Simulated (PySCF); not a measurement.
# Two-photon absorption: `NC=C=CC=O`, C$_{4}$H$_{5}$NO

Geometry:
| atom | x (Å) | y (Å) | z (Å) |
| --- | --- | --- | --- |
| N1 | 2.184 | 0.270 | -0.797 |
| C2 | 1.357 | 0.051 | 0.298 |
| C3 | 0.128 | -0.380 | 0.262 |
| C4 | -1.117 | -0.787 | 0.241 |
| C5 | -2.242 | 0.145 | 0.280 |
| O6 | -3.404 | -0.172 | 0.237 |
| H7 | 2.870 | 0.998 | -0.671 |
| H8 | 1.700 | 0.329 | -1.681 |
| H9 | 1.841 | 0.178 | 1.259 |
| H10 | -1.374 | -1.839 | 0.194 |
| H11 | -1.938 | 1.209 | 0.351 |

The calculation used PySCF 2.14.0, TDDFT CAM-B3LYP/def2-SVPD excited states, vertical, gas phase. Geometry: GFN2-xTB.

Give the one- and two-photon strengths of the lowest singlets.

δ for parallel linear polarisation; σ at the peak of a Lorentzian of half width 0.1 eV, single beam; Ω is circular over linear.
| state | E (eV) | f | photon λ (nm) | δ (au) | σ (GM) | Ω | main |
| --- | --- | --- | --- | --- | --- | --- | --- |
| S1 | 3.56 | 0.000 | 696 | 2.38 | 0.01 | 0.62 | HOMO→LUMO 0.85, HOMO−1→LUMO 0.09 |
| S2 | 4.21 | 0.000 | 590 | 3.27 | 0.02 | 0.50 | HOMO−1→LUMO 0.78, HOMO→LUMO 0.10 |
| S3 | 5.93 | 0.004 | 418 | 20.4 | 0.26 | 1.02 | HOMO→LUMO+1 0.91 |
| S4 | 6.26 | 0.410 | 396 | 70 | 1.00 | 0.94 | HOMO−2→LUMO 0.90 |
| S5 | 6.63 | 0.571 | 374 | 48.6 | 0.78 | 0.49 | HOMO→LUMO+2 0.86 |

Among these, the strongest one-photon state is S5, the strongest two-photon state S4, with a dipole change of 1.4 D (relaxed, norm of the difference vector).
